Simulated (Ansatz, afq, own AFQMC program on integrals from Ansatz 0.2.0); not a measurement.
**AlBCl, doublet: AFQMC among the cluster methods**

```yaml
atoms:
  - { symbol: B, position_ang: [0.0000, 0.6517, -2.2643] }
  - { symbol: Al, position_ang: [0.0000, -0.5342, -0.7315] }
  - { symbol: Cl, position_ang: [0.0000, 0.2079, 1.2472] }
```

Connectivity, by distances: B–Al–Cl.

Basis cc-pVDZ. Only valence electrons are correlated. AFQMC by an in-house program on the Cholesky factors that Ansatz 0.2.0 writes for its CCSD(T) run. The CISD trial takes its coefficients from CCSD amplitudes. Released means that phaseless walkers are propagated on without the constraint, phases kept. Error bars are statistical, one sigma.

Determinant: ROHF, the one that the program's search chose, which needn't be the lowest solution. The geometry is a point of a scan.

No full CI on the walks' own integrals is used here; CCSDT(Q) serves as the reference and is uncertain by about the last step of the cluster series.

Cautions: higher spins were not checked; a spin-contaminated unrestricted determinant lies lower (UHF 1.20 eV lower, ⟨S²⟩ 1.65); the search met a lower determinant of the same kind, perhaps of another symmetry (52 meV lower), and this one is a saddle point.

The T1 diagnostic is 0.0377, the weight of the determinant in the CISD state is 0.777 and the size of the correlated space is 13 electrons in 39 orbitals.

| level | correlation energy (eV) |
| --- | --- |
| MP2 | -6.7734 |
| CCSD | -7.9237 |
| CCSD(T) | -8.2510 |

(1) Estimate where phaseless AFQMC with the Hartree–Fock trial lies against CCSD(T) on the same integrals.

(1) 20.4 ± 4.9 kJ/mol above CCSD(T).

Reference: CCSDT(Q), correlation energy -8.335 eV. The released energy is read at 1.62 1/Eh, later times being too noisy (meV from the phaseless value at times in 1/Eh: 21 ± 20 at 0.24, -9 ± 24 at 0.51, -34 ± 19 at 0.99, -22 ± 31 at 1.62, -52 ± 33 at 2.40).

```json
{"level": "CCSD(T)", "E − E(reference) (kJ/mol)": "8.1", "share of correlation (%)": "98.99"}
{"level": "CCSDT", "E − E(reference) (kJ/mol)": "2.8", "share of correlation (%)": "99.65"}
{"level": "ph-AFQMC/HF", "E − E(reference) (kJ/mol)": "28.5 ± 4.9", "share of correlation (%)": "96.46"}
{"level": "ph-AFQMC/CISD", "E − E(reference) (kJ/mol)": "7.2 ± 1.5", "share of correlation (%)": "99.10"}
{"level": "released AFQMC", "E − E(reference) (kJ/mol)": "5.1 ± 3.0", "share of correlation (%)": "99.36"}
```

A walk keeps the symmetry of its determinant, which the program's search chose and which needn't be the lowest solution, so a lower state of the same spin and another symmetry isn't excluded. Released energies are given only where the last usable release times agree within the noise; a slower fall can still hide under it.
